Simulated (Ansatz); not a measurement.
System: zinc-blende GaSb. Method: revPBE (Ansatz, an electronic-structure program, PAW).

Total energies, extrapolated to zero smearing (they compare only within this program, potentials and cutoff; free atoms with spin allowed, lowest state found):

```json
[
 {"system": "zinc-blende GaSb, relaxed", "energy (eV/atom)": "-5139.0241"},
 {"system": "free Ga atom", "energy (eV/atom)": "-3784.7006"},
 {"system": "free Sb atom", "energy (eV/atom)": "-6488.3826"}
]
```

Q: Work out the cohesive energy per atom.

A: E_coh = [1 × (-3784.7006) + 1 × (-6488.3826)]/2 − (-5139.0241) = 2.48 eV/atom. The reference value is 3.03 eV/atom (measured, zero-point energy (9/8 kB θD) added and atomic spin-orbit splittings removed, spin-orbit-averaged atoms; as tabulated in Paulus et al. (1996), arXiv:cond-mat/9605064), a difference of -0.55 eV/atom.

Spin–orbit coupling is left out; its size isn't shown.

The PAW data were made under PBE.
